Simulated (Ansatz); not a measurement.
Geometry optimisation, Ansatz 0.2.0, RKS PBE-D4/6-31G*.

The input (input.yaml):

```yaml
crystal:
  periodic: [false, false, false]
  atoms:
    - { symbol: Al, position_ang: [0.0, 0.0, 0.0] }
    - { symbol: O, position_ang: [0.0, 0.0, 1.78] }
    - { symbol: H, position_ang: [-0.9095, -0.2814, 2.1171] }
    - { symbol: H, position_ang: [1.351, 0.0, -0.78] }
    - { symbol: F, position_ang: [-1.4635, 0.0, -0.845] }
basis:
  gaussian: { orbitals: "6-31G*" }
hamiltonian:
  xc: pbe
  dispersion: d4
relax:
  f_tol: 0.02
  max_steps: 40
```

Launched with:

```bash
$ ansatz run input.yaml --threads 1 --pin off --max-ram 2048MiB --backend cpu --events-out ev --progress --plain --runs-dir out
```

Task: Where does it end, and by what steps?

Result: The forces met the threshold. After 5 steps the energy has fallen by 0.102 eV; O2 moved furthest, 0.14 Å.

| step | energy less start (eV) | largest force component (eV/Å) | accepted |
| --- | --- | --- | --- |
| 0 | 0.0000 | 1.325 | yes |
| 1 | -0.0565 | 1.120 | yes |
| 2 | -0.0913 | 0.268 | yes |
| 3 | -0.1005 | 0.126 | yes |
| 4 | -0.1020 | 0.060 | yes |
| 5 | -0.1022 | 0.003 | yes |

```xyz
5
Properties=species:S:1:pos:R:3
Al -0.022 -0.026 -0.005
O -0.031 -0.120 1.710
H -0.881 -0.170 2.184
H 1.367 0.054 -0.758
F -1.456 -0.019 -0.858
```

Whether the end is a true minimum wasn't checked by a vibrational analysis.

Time of the run: 10 s on 1 thread of Intel(R) Xeon(R) Platinum 8488C (Sapphire Rapids) (shared host), peak memory 0.14 GiB.
